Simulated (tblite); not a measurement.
Start geometry of `C=[C]C(C)=S` [radical] from a force field or distance geometry (Å):
```
atom  x, y, z in Å
C1     1.8688   -0.0028    0.0498
C2     0.9471    0.7857   -0.4534
C3    -0.4684    0.6585   -0.3964
C4    -1.2216   -0.4376    0.2520
S5    -1.3685    1.8437   -1.1318
H6     1.6922   -0.9111    0.6000
H7     2.9131    0.2882   -0.1057
H8    -1.9513   -0.0751    0.9972
H9    -0.5864   -1.2165    0.7250
H10   -1.8161   -0.9284   -0.5591
```

Problem. What comes out of this run: GFN2-xTB geometry optimisation, gas phase (tblite 0.8.0)?

Solution. 
```
atom  x, y, z in Å
C1     2.1021    0.1565    0.1273
C2     0.8279    0.2840   -0.0211
C3    -0.4669    0.4722   -0.1905
C4    -1.4968   -0.5865    0.0596
S5    -1.0078    2.0197   -0.7364
H6     2.5952    0.3758    1.0625
H7     2.7401   -0.1863   -0.6739
H8    -2.2437   -0.2151    0.7595
H9    -1.0364   -1.4854    0.4632
H10   -2.0048   -0.8304   -0.8728
```

The energy falls by 138.5 kJ/mol over 62 L-BFGS steps, the largest force on an atom goes from 1.75 to 0.006 eV/Å, and the atoms move by 0.699 Å rms after alignment. The bond that changes most is C2–C3 (ends: carbon bonded to 2 C; carbon bonded to 2 C and S), which shortens by 0.103 Å. Bonds longer at the end by more than 0.005 Å: 2 of 9; shorter: 6. Among the angles that change most is C1–C2–C3, from 129.0° to 177.3°. Rotational constants go from 7678, 2840, 2100 to 6008, 3026, 2066 MHz. The orientation of the end geometry is arbitrary; only internal coordinates are fixed.

The run took 0.21 s wall on Arm Neoverse V2, one thread, no GPU (shared host).

Its GFN2-xTB frequencies are all real (lowest 91 cm⁻¹).

These are computed values.
